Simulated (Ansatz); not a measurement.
Theory: DFT, LDA (PW92), plane waves (420 eV) with PAW, scalar-relativistic (Ansatz). The PAW files were generated under PBE, with cores re-solved for the functional.

An element in the hcp structure gives this curve. The cell is scaled uniformly from the relaxed one, with fractional coordinates and shape fixed. Energies are extrapolated to zero smearing, pressures are those at the given smearing. Magnetic state: spin not included.

```csv
V (Å³/atom),E − E₀ (meV/atom),P (GPa)
12.614,325.6,68.27
13.187,133.5,40.51
13.761,30.7,18.13
14.334,-0.1,0.07
14.907,27.3,-14.48
15.481,101.5,-26.17
16.054,213.3,-35.53
```

Problem. Which element is it?
A. vanadium
B. osmium
C. zinc
D. rhenium

Solution. D. Its fit is V₀ = 14.33 Å³/atom, B₀ = 404 GPa, B₀′ = 4.4.
